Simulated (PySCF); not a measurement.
C5H5N, SMILES `n1ccccc1` (charge 0, multiplicity 1)

These are ωB97X-D3(BJ)/def2-TZVP // PBE0-D3(BJ)/def2-SVP run with PySCF values and carry that method's errors.

HOMO: -9.84 eV
dipole moment: 2.23 D
HOMO–LUMO gap: 11.11 eV
LUMO: 1.26 eV
S1 excitation (TDA): 5.26 eV
S1 oscillator strength: 0.006
T1 excitation (TDA): 4.40 eV
S1–T1 gap (TDA): 0.86 eV
vertical ionisation energy (Delta-SCF): 9.71 eV
total energy: -248.4790 Ha
cost: around 7 core-minutes (rough)

```xyz
11

C      0.0880     1.1893    -0.0205
C     -1.1584     0.5681    -0.0174
C     -1.2033    -0.8263     0.0070
N     -0.1180    -1.5958     0.0275
C      1.0687    -0.9940     0.0244
C      1.2294     0.3918     0.0009
H      0.1686     2.2793    -0.0393
H     -2.0821     1.1509    -0.0336
H     -2.1689    -1.3461     0.0100
H      1.9473    -1.6500     0.0416
H      2.2288     0.8327    -0.0006
```
